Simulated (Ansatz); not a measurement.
A search over several starts for the lowest SCF solution of AlH2Et (C₂H₇Al) at the given spin, in a small basis.

```yaml
crystal:
  periodic: [false, false, false]
  atoms:
    - {symbol: Al, position_ang: [0.730302, 1.368001, 0.581138]}
    - {symbol: C, position_ang: [-0.257836, -0.324051, 0.598837]}
    - {symbol: C, position_ang: [-0.412432, -0.866524, -0.837718]}
    - {symbol: H, position_ang: [2.319772, 1.362380, 0.512460]}
    - {symbol: H, position_ang: [-0.035544, 2.761142, 0.538085]}
    - {symbol: H, position_ang: [-1.248582, -0.198980, 1.049252]}
    - {symbol: H, position_ang: [0.266972, -1.068323, 1.209061]}
    - {symbol: H, position_ang: [-0.950054, -1.819706, -0.858331]}
    - {symbol: H, position_ang: [-0.970134, -0.175183, -1.477698]}
    - {symbol: H, position_ang: [0.557524, -1.038747, -1.315084]}
basis:
  gaussian: {orbitals: def2-SVP, initial_orbitals: start.molden}
hamiltonian: {xc: pbe0, dispersion: d4}
output: {orbitals: {seedname: orbitals}}
```

The file start.molden holds the orbitals of an earlier run on this structure, at another level or in another basis.

```sh
$ ansatz run in.yaml --threads 2 --pin off --events-out ev --progress --plain --max-ram 4352MiB
```

It prints (some lines left out):

```
Functional definition: PBE0
948 factors; their error is unknown
mean field evaluation 1: about -8774.8162 eV, gradient 4.9e0 eV
mean field evaluation 2: about -8774.8872 eV, gradient 5.1e-2 eV
mean field evaluation 4: about -8774.9826 eV, gradient 9.3e-5 eV
mean field evaluation 8: about -8768.9400 eV, gradient 4.8e1 eV
mean field evaluation 16: about -8774.9826 eV, gradient 1.2e-2 eV
mean field -8774.98260923 eV, -322.4746629924 hartree, gradient 2.6e-5 eV, S^2 0.000000; 1 other end points of the search recorded, 0 dependent functions left out
reference -8774.98263865 eV, -322.4746640733 hartree; 16, 16 occupied and 65, 65 virtual orbitals, 948 factors
Total energy: -8775.10585676 eV, -322.4791922555 hartree
```

It took 1.4 s on 2 threads of Arm Neoverse V1 on a shared host.

Another isomer (singlet) lies 0.66 eV lower at PBE0-D4/def2-TZVP; other spin states weren't run for this one.
